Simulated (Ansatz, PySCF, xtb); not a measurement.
Barrier height from O + ClH to the transition structure ClHO, without zero-point energy, on the benchmark's geometries as Psi4's copy of the set gives them.
Transition structure (charge 0, multiplicity 3, Z-matrix in Å and degrees):
```
O
H 1 1.2004
Cl 2 1.4706 1 136.51
```
Reactant (charge 0, multiplicity 1):
| atom | x (Å) | y (Å) | z (Å) |
|---|---|---|---|
| Cl | 0.0000 | 0.0000 | 0.0000 |
| H | 1.2744 | 0.0000 | 0.0000 |

Open shells are unrestricted; no spin–orbit coupling.

Cores are frozen in the correlated methods.

Run with Ansatz (a first-principles code); PySCF for M06-2X; xtb for the GFN methods. Each number belongs to the level named beside it. The GFN methods have no spin term and hold the electronic entropy of 300 K.

Problem. One of these levels gives 7.14 kcal/mol for the barrier height. Name it.
A) SCS-MP2/aug-cc-pV(D+d)Z
B) GFN1-xTB
C) M06-2X/def2-TZVPPD
D) BLYP/def2-TZVPPD

Solution. C, M06-2X/def2-TZVPPD. The others give -64.22 (GFN1-xTB), -8.36 (BLYP/def2-TZVPPD), 19.32 (SCS-MP2/aug-cc-pV(D+d)Z)
